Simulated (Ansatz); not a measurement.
H₆Si₃, SMILES `[SiH2]1[SiH2][SiH2]1`. The species carries charge 0 and has multiplicity 1. The geometry is a stationary point of PBE0-D4/def2-TZVP.

```xyz
9

Si    0.339   -1.299   -0.082
Si   -1.150    0.431   -0.549
Si    0.812    0.869    0.629
H     1.136   -1.869   -1.196
H    -0.045   -2.309    0.935
H    -1.261    0.913   -1.948
H    -2.439    0.472    0.184
H     1.896    1.618   -0.051
H     0.713    1.175    2.078
```

Question: What is the dipole moment at ωB97M-V/def2-TZVPP? (Estimate.)

Answer: The calculation gave: 0.00 D, zero by symmetry or nearly so.

Question: Give the Mulliken charges with ωB97M-V, r2SCAN, B3LYP in def2-TZVPP. (An estimate is asked.)

Answer: Computed: 
```json
{"atom": "Si1", "ωB97M-V": "0.01", "r2SCAN": "0.11", "B3LYP": "0.09"}
{"atom": "Si2", "ωB97M-V": "0.01", "r2SCAN": "0.11", "B3LYP": "0.09"}
{"atom": "Si3", "ωB97M-V": "0.01", "r2SCAN": "0.11", "B3LYP": "0.09"}
{"atom": "H4", "ωB97M-V": "-0.01", "r2SCAN": "-0.05", "B3LYP": "-0.05"}
{"atom": "H5", "ωB97M-V": "-0.01", "r2SCAN": "-0.05", "B3LYP": "-0.05"}
{"atom": "H6", "ωB97M-V": "-0.01", "r2SCAN": "-0.05", "B3LYP": "-0.05"}
{"atom": "H7", "ωB97M-V": "-0.01", "r2SCAN": "-0.05", "B3LYP": "-0.05"}
{"atom": "H8", "ωB97M-V": "-0.01", "r2SCAN": "-0.05", "B3LYP": "-0.05"}
{"atom": "H9", "ωB97M-V": "-0.01", "r2SCAN": "-0.05", "B3LYP": "-0.05"}
```

B3LYP here is the variant with VWN-RPA as its local correlation; programs differ in this.
